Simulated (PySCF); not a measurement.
## Li: electron affinity

Li- [He] 2s2 (1S) → Li [He] 2s1 (2S), as a difference of total energies. All numbers are calculated (PySCF 2.14, the non-relativistic Hamiltonian (point nucleus), in def2-QZVPPD). Correlated levels: valence: 1s2 frozen. The calculations carry no spin-orbit coupling.

| method | electron affinity (eV) | error (eV) |
| --- | --- | --- |
| UHF | -0.203 | -0.821 |
| MP2 (valence) | 0.276 | -0.342 |
| SCS-MP2 (valence) | 0.371 | -0.247 |
| CCSD (valence) | 0.574 | -0.044 |

Reference: 0.618 eV (measured; photodetachment measurements, as compiled on the Wikipedia data page of electron affinities).

Errors of the correlated levels include the incompleteness of this basis and the frozen core.

A negative affinity means that the anion lies above the atom at that level of theory.

With two correlated electrons CCSD is exact in that space.

The coupled-cluster amplitudes are large for Li- (T1 above 0.03 or a double amplitude above 0.15), so a single reference is strained.
